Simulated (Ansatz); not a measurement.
```xyz
8

C     0.788   -0.593   -0.223
Si   -0.674    0.424    0.305
Cl   -1.080    1.850   -1.128
H     1.010   -1.350    0.535
H     1.671    0.036   -0.350
H     0.585   -1.100   -1.168
H    -0.408    1.142    1.576
H    -1.892   -0.409    0.454
```

The species carries charge 0 and has multiplicity 1.

(1) List the PBE/def2-TZVPP orbital energies in eV (Ansatz). (Estimate.)

## Answers

(1) Ansatz gave: Occupied: -2738.75, -1780.35, -268.90, -249.33, -190.02, -189.86, -189.86, -138.01, -94.82, -94.72, -94.70, -20.37, -17.61, -12.87, -10.44, -10.41, -9.18, -8.83, -8.75, -7.39, -7.39. Lowest empty: -0.44, 0.07, 0.93, 1.11, 1.47, 1.88, 1.99, 3.69.
